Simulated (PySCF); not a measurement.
# H2O2 (hydrogen peroxide): PBE/def2-TZVP (preoptimised minimum)

Wanted: an optimisation with harmonic vibrations of H2O2 (hydrogen peroxide). 

Program for the calculation: PySCF 2.14.0.

## (1) The system as given

H2O2: 4 atoms, total charge 0, spin state singlet. As SMILES, `OO`. The shape is that of a PBE0-D4/def2-TZVP symmetrised optimisation. The run starts from this shape.

Bond lengths: O1–O2 1.426 Å, O1–H3 0.965 Å, O2–H4 0.965 Å. Angles: O1–O2–H4 101.1°, O2–O1–H3 101.1°.

## (2) An optimisation with harmonic vibrations at PBE/def2-TZVP (preoptimised minimum)

The input, run.py:

```python
from pyscf import gto, dft, symm
from pyscf.hessian import thermo
from pyscf.geomopt.geometric_solver import kernel as optimise

system = gto.Mole()
system.atom = 'O -0.293537 -0.646026 -0.074077; O 0.241559 0.663476 0.102225; H 0.379673 -1.181891 0.362755; H 0.445396 0.904902 -0.809558'
system.verbose = 3
system.basis = 'def2-tzvp'
system.max_memory = 1860
system.build()

myscf = dft.RKS(system, xc='pbe')
myscf.conv_tol = 1e-10
myscf.grids.level = 4
converged, mol_eq = optimise(myscf, maxsteps=80)
print('converged:', converged)
print(mol_eq.tostring())

myscf.reset(mol_eq)
system = mol_eq
myscf.kernel()
energy = myscf.e_tot
print('E = %.10f Eh' % energy)
hess = myscf.Hessian().kernel()
modes = thermo.harmonic_analysis(system, hess)
thermo.dump_normal_mode(system, modes)
symm.geom.TOLERANCE = 1e-3  # for the symmetry number
th = thermo.thermo(myscf, modes['freq_au'], 298.15, 101325)
thermo.dump_thermo(system, th)
```

Launch:

```bash
$ OMP_NUM_THREADS=1 python run.py
```

What values should one expect? Wanted: total energy; dipole moment; HOMO energy; LUMO energy; HOMO–LUMO gap; lowest harmonic wavenumber; highest harmonic wavenumber; zero-point energy; ideal-gas entropy at 298.15 K.

**Answer.** As computed:

At PBE/def2-TZVP (preoptimised minimum):

```
                                                 quantity             value
                                             total energy     -151.46420 Eh
                                            dipole moment            1.79 D
                                              HOMO energy          -6.28 eV
                                              LUMO energy          -1.28 eV
                                            HOMO–LUMO gap           5.00 eV
                               lowest harmonic wavenumber          369 cm⁻¹
                              highest harmonic wavenumber         3632 cm⁻¹
                                        zero-point energy       66.9 kJ/mol
ideal-gas entropy at 298.15 K (symmetry number 2 as used)  54.5 cal/(mol K)
```

In words: At the final geometry: Bond lengths: O1–O2 1.465 Å, O1–H3 0.978 Å, O2–H4 0.978 Å. Angles: O1–O2–H4 99.8°, O2–O1–H3 99.8°. All 6 modes are real, so the shape is a minimum at this level.
